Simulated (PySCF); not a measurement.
**Continuum solvent and chemical shifts**

Molfile (atoms numbered from 1):
```
C5H11P
     RDKit          3D

 17 17  0  0  0  0  0  0  0  0999 V2000
   -2.2274   -0.8109    0.3361 C   0  0  0  0  0  0  0  0  0  0  0  0
   -0.9155    0.4634    0.6115 P   0  0  0  0  0  0  0  0  0  0  0  0
   -1.4167    1.7070   -0.6619 C   0  0  0  0  0  0  0  0  0  0  0  0
    0.4764   -0.3302   -0.2713 C   0  0  0  0  0  0  0  0  0  0  0  0
    1.4492   -1.1662    0.5174 C   0  0  0  0  0  0  0  0  0  0  0  0
    1.8727    0.1674   -0.0047 C   0  0  0  0  0  0  0  0  0  0  0  0
   -1.9874   -1.7091    0.9238 H   0  0  0  0  0  0  0  0  0  0  0  0
   -2.3242   -1.0950   -0.7247 H   0  0  0  0  0  0  0  0  0  0  0  0
   -3.1956   -0.4252    0.6901 H   0  0  0  0  0  0  0  0  0  0  0  0
   -2.3368    2.2180   -0.3397 H   0  0  0  0  0  0  0  0  0  0  0  0
   -0.6249    2.4656   -0.7542 H   0  0  0  0  0  0  0  0  0  0  0  0
   -1.5901    1.2531   -1.6512 H   0  0  0  0  0  0  0  0  0  0  0  0
    0.2696   -0.6651   -1.2967 H   0  0  0  0  0  0  0  0  0  0  0  0
    1.8483   -2.0664    0.0431 H   0  0  0  0  0  0  0  0  0  0  0  0
    1.2799   -1.2606    1.5945 H   0  0  0  0  0  0  0  0  0  0  0  0
    2.5686    0.2044   -0.8470 H   0  0  0  0  0  0  0  0  0  0  0  0
    1.9923    0.9823    0.7160 H   0  0  0  0  0  0  0  0  0  0  0  0
  1  2  1  0
  2  3  1  0
  2  4  1  0
  4  5  1  0
  5  6  1  0
  6  4  1  0
  1  7  1  0
  1  8  1  0
  1  9  1  0
  3 10  1  0
  3 11  1  0
  3 12  1  0
  4 13  1  0
  5 14  1  0
  5 15  1  0
  6 16  1  0
  6 17  1  0
M  END
```

GIAO PBE0/pcSseg-1 in PySCF 2.14.0 with density-fitted response routines on one PBE0-D3(BJ)/def2-SVP conformer, non-relativistic, equivalent nuclei averaged. Solvents enter as an IEF-PCM continuum (dimethylsulfoxide with ε = 46.8) around the gas-phase geometry. Shifts are referred to TMS computed in the same medium.

Gas phase, δ in ppm: C1/C3 16.7, C4 13.6, C5/C6 5.1, H7/H8/H9/H10/H11/H12 1.01, H14/H16 0.63, H15/H17 0.28, H13 0.06. Dipole moment 1.26 D.

Problem. How does each δ change in the continuum?

Solution. 
| atoms | environment | Δδ, dimethylsulfoxide |
| --- | --- | --- |
| C1/C3 | methyl carbon bonded to P | -0.2 |
| C4 | three-membered-ring carbon | +0.1 |
| C5/C6 | three-membered-ring carbon | +0.3 |
| H7/H8/H9/H10/H11/H12 | hydrogen on a methyl carbon bonded to P | +0.09 |
| H14/H16 | hydrogen on a three-membered-ring carbon | +0.10 |
| H15/H17 | hydrogen on a three-membered-ring carbon | -0.05 |
| H13 | hydrogen on a three-membered-ring carbon | +0.28 |

Changes are relative to the gas phase. The dipole moment becomes 1.85 D in dimethylsulfoxide.

Problem. Which of the listed nuclei move most (in ppm), and what does the model miss?

Solution. C5/C6 (three-membered-ring carbon, +0.3 ppm) and H13 (hydrogen on a three-membered-ring carbon, +0.28 ppm) in dimethylsulfoxide. A continuum only polarises the solute; specific hydrogen bonds, the anisotropy of aromatic solvents and changes of geometry or conformer are outside it.
